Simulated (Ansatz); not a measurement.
The same path of BH₅NSi (8 atoms, charge 0, multiplicity 2) was run twice with different band settings. Lost on the way: N2–H6. Made: Si3–H6.

Computed with Ansatz, UKS BHLYP/def2-SVP.

Relaxed end points:

```xyz
8
Properties=species:S:1:pos:R:3
B -0.463 1.048 -0.718
N -0.281 0.253 0.420
Si 0.259 -1.413 0.479
H -0.185 0.601 -1.798
H -0.894 2.163 -0.604
H -0.549 0.665 1.302
H 1.004 -1.710 -0.766
H 1.108 -1.607 1.684
```

```xyz
8
Properties=species:S:1:pos:R:3
B -0.333 1.346 -1.045
N -0.072 0.321 -0.209
Si 0.257 -1.023 0.817
H -0.322 1.166 -2.239
H -0.576 2.441 -0.599
H -0.854 -1.224 1.772
H 0.385 -2.208 -0.062
H 1.515 -0.820 1.566
```

Common settings: movable images 5; climbing image yes; optimiser quadratic models (default); start path through a guess of the saddle point; force threshold 0.03 eV/Å; iteration limit 60; end points relaxed.

| run | spring |
| --- | --- |
| 1 | 5.0 eV/Å² |
| 2 | 2.0 to 10.0 eV/Å², energy-weighted |

**Question.** What does each run give, and how far can it be trusted?

**Answer.** Run 1: converged after 22 iterations, highest image 2.431 eV above the first end. Neighbouring images differ by up to 2.2 eV, so the band resolves the path poorly. A vibrational analysis at the climbing image gives one clearly imaginary mode, 2064i cm⁻¹: a first-order saddle point.
Run 2: converged after 21 iterations, highest image 2.431 eV above the first end. Neighbouring images differ by up to 1.3 eV, so the band resolves the path poorly. Another band between the same ends (5 images) ends at a top of the same energy, where a vibrational analysis finds 1 clearly imaginary mode.
